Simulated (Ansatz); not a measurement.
**One shape, several levels: C2H2F (SMILES C=[C]F)**

Wanted: a comparison of 6 runs (U-r2SCAN0/STO-3G, U-revPBE/STO-3G, UB3LYP/STO-3G, UBHLYP/STO-3G, UCAM-B3LYP/STO-3G, UMP2/STO-3G) of C2H2F. 

Program for the calculation: Ansatz 0.2.0.

52 further runs of the same task are left out: 1 that didn't finish, 51 set aside as unsound or not needed.

## Step 1: Starting point

C2H2F: 5 atoms, total charge 0, spin state doublet. As SMILES, `C=[C]F`. The C2–C1 distance was set to 1.636 Å, away from the relaxed value.

Bond lengths: C1–C2 1.636 Å, C2–F3 1.302 Å, C1–H4 1.087 Å, C1–H5 1.080 Å. Angles: C1–C2–F3 130.3°, C2–C1–H4 120.7°, C2–C1–H5 119.9°, H4–C1–H5 119.4°.

## Step 2: The energy at U-r2SCAN0/STO-3G (run 1)

run.yaml reads:

```yaml
crystal:
  periodic: [false, false, false]
  atoms:
    - symbol: C
      position_ang: [0.758440, -0.348933, -0.101281]
    - symbol: C
      position_ang: [-0.592700, 0.393700, 0.447100]
    - symbol: F
      position_ang: [-1.725600, 0.629500, -0.148900]
    - symbol: H
      position_ang: [0.804940, -0.738933, -1.115081]
    - symbol: H
      position_ang: [1.615440, -0.454733, 0.547819]
basis:
  gaussian: {orbitals: STO-3G}
total_charge: 0
magnetization: {spin_polarized: true, initial_magnetization: 1}
hamiltonian: {xc: {name: r2SCAN0}}
accuracy: high
```

Run with:

```sh
$ ansatz run run.yaml --threads 1 --pin off --max-ram 2610MiB --events-out events.jsonl --progress --plain --runs-dir runs
```

Log:

```text
Warning: RAYON_NUM_THREADS=1 ignored (pool sized by the plan → 1); use --threads N
Functional definition: r2SCAN0
  name "r2SCAN0"
  parameter a = 0.25
  parameter k0 = 0.174
  parameter k1 = 0.065
  parameter a1 = 4.9479
  exchange = (1 - a)*r2scan_x(k0 = k0, k1 = k1, a1 = a1) + a*exact_x
  correlation = r2scan_c
291 factors; integrals over basis functions are off by at most 4.1e-8 eV
mean field evaluation 1: about -4748.8989 eV, gradient 1.5e1 eV
mean field evaluation 2: about -4741.5013 eV, gradient 3.4e1 eV
mean field evaluation 4: about -4750.8027 eV, gradient 1.5e0 eV
mean field evaluation 8: about -4750.7353 eV, gradient 5.9e-1 eV
mean field evaluation 16: about -4751.1008 eV, gradient 2.3e-5 eV
mean field evaluation 32: about -4751.1008 eV, gradient 1.1e-3 eV
mean field evaluation 64: about -4750.6818 eV, gradient 3.9e-3 eV
mean field -4751.10075587 eV, -174.5997323665 hartree, gradient 1.8e-8 eV, S^2 1.266952; 4 other end points of the search recorded, 0 dependent functions left out
reference -4751.10075633 eV, -174.5997323833 hartree; 12, 11 occupied and 5, 6 virtual orbitals, 291 factors
Total energy: -4751.10075633 eV, -174.5997323833 hartree
```

Wall time 3.3 s (1 thread of AMD EPYC 9R45 (Zen 5), shared host); peak memory 0.22 GiB.

## Step 3: The energy at U-revPBE/STO-3G (run 2)

run.yaml reads:

```yaml
crystal:
  periodic: [false, false, false]
  atoms:
    - {symbol: C, position_ang: [0.758440, -0.348933, -0.101281]}
    - {symbol: C, position_ang: [-0.592700, 0.393700, 0.447100]}
    - {symbol: F, position_ang: [-1.725600, 0.629500, -0.148900]}
    - {symbol: H, position_ang: [0.804940, -0.738933, -1.115081]}
    - {symbol: H, position_ang: [1.615440, -0.454733, 0.547819]}
basis:
  gaussian: {orbitals: STO-3G}
magnetization: {spin_polarized: true, initial_magnetization: 1}
hamiltonian: {xc: {name: revPBE}}
accuracy: high
```

Run with:

```sh
$ ansatz run run.yaml --threads 1 --pin off --max-ram 2610MiB --events-out events.jsonl --progress --plain --runs-dir runs
```

Log:

```text
Warning: RAYON_NUM_THREADS=1 ignored (pool sized by the plan → 1); use --threads N
Functional definition: revPBE
  name "revPBE"
  parameter kappa = 1.245
  parameter beta = 0.06672455060314922
  exchange = pbe_x(kappa = kappa, mu = beta*pi^2/3)
  correlation = pbe_c(beta = beta)
291 factors; integrals over basis functions are off by at most 4.1e-8 eV
mean field evaluation 1: about -4747.8134 eV, gradient 2.6e1 eV
mean field evaluation 2: about -4725.3948 eV, gradient 5.2e1 eV
mean field evaluation 4: about -4752.3579 eV, gradient 3.8e0 eV
mean field evaluation 8: about -4752.3649 eV, gradient 1.7e-1 eV
mean field evaluation 16: about -4752.3677 eV, gradient 2.9e-4 eV
mean field evaluation 32: about -4751.2091 eV, gradient 3.1e0 eV
mean field -4752.36772488 eV, -174.6462926189 hartree, gradient 1.6e-8 eV, S^2 0.803265; 3 other end points of the search recorded, 0 dependent functions left out
reference -4752.36772677 eV, -174.6462926882 hartree; 12, 11 occupied and 5, 6 virtual orbitals, 291 factors
Total energy: -4752.36772677 eV, -174.6462926882 hartree
```

Run time: 0.72 s. Hardware: 1 thread of AMD EPYC 9R45 (Zen 5), shared host.

Runs 3 to 5 aren't shown in full; the table further down has their settings and results.

## Step 4: A single-point energy at UMP2/STO-3G (run 6)

run.yaml: that of step 3 with these lines changed.

```diff
@@ -9,5 +9,10 @@
 basis:
-  gaussian: {orbitals: STO-3G}
-magnetization: {spin_polarized: true, initial_magnetization: 1}
-hamiltonian: {xc: {name: revPBE}}
+  gaussian:
+    orbitals: STO-3G
+magnetization:
+  spin_polarized: true
+  initial_magnetization: 1
+correlation:
+  method: mp2
+  frozen_orbitals: {C: 1, F: 1, H: 0}
 accuracy: high
```

Run with:

```sh
$ ansatz run run.yaml --threads 1 --pin off --max-ram 2610MiB --events-out events.jsonl --progress --plain --runs-dir runs
```

Log:

```text
Warning: RAYON_NUM_THREADS=1 ignored (pool sized by the plan → 1); use --threads N
Functional definition: HF
  name "HF"
  exchange = exact_x
  correlation = 0
291 factors; integrals over basis functions are off by at most 4.1e-8 eV
mean field evaluation 1: about -4727.0597 eV, gradient 1.4e1 eV
mean field evaluation 2: about -4727.1448 eV, gradient 1.4e1 eV
mean field evaluation 4: about -4728.8389 eV, gradient 2.9e0 eV
mean field evaluation 8: about -4728.9080 eV, gradient 5.6e-1 eV
mean field evaluation 16: about -4730.8466 eV, gradient 5.4e-2 eV
mean field evaluation 32: about -4730.8467 eV, gradient 2.0e-4 eV
mean field -4730.84668352 eV, -173.8554089362 hartree, gradient 2.8e-8 eV, S^2 1.587428; 4 other end points of the search recorded, 0 dependent functions left out
3 core orbitals not correlated: weight in the atoms' cores, before any rotation towards them, 1.000 or more for the frozen orbitals, at most 0.000 for the correlated occupied ones
reference -4730.84668352 eV, -173.8554089362 hartree; 9, 8 occupied and 5, 6 virtual orbitals, 291 factors
second order -2.31144989 eV of doubles, -0.00000000 eV of singles
Total energy: -4733.15813341 eV, -173.9403531531 hartree
```

Wall time 0.08 s (1 thread of AMD EPYC 9R45 (Zen 5), shared host).

## Step 5: All runs side by side

```
run              level  frozen core orbitals  energy (Eh)   ⟨S²⟩  wall time
  1   U-r2SCAN0/STO-3G                     –  -174.599732  1.267      3.3 s
  2    U-revPBE/STO-3G                     –  -174.646293  0.803     0.72 s
  3      UB3LYP/STO-3G                     –  -174.665821  0.975     0.68 s
  4      UBHLYP/STO-3G                     –  -174.598824  1.298      1.7 s
  5  UCAM-B3LYP/STO-3G                     –  -174.580542  1.108      0.8 s
  6        UMP2/STO-3G                     3  -173.940353  1.587     0.08 s
```

## Step 6: What came out

```
                                          quantity          value
                               run 6: total energy  -173.94035 Eh
run 6: correlation energy (3 core orbitals frozen)      -84.9 mEh
          run 6: ⟨S²⟩ of the reference determinant          1.587
```

**Reading.** Totals of different functionals can't be ranked against each other. In runs 1, 2, 3, 4, 5, 6 the basis is minimal, so the values are rough. Spin contamination of the reference: run 6 ⟨S²⟩ = 1.59, run 4 ⟨S²⟩ = 1.30, run 1 ⟨S²⟩ = 1.27, run 5 ⟨S²⟩ = 1.11, run 3 ⟨S²⟩ = 0.98. Where it is this large, the reference is a mixture of spin states, and values that rest on it are in doubt. All runs together took 7.3 s, the longest 3.3 s.
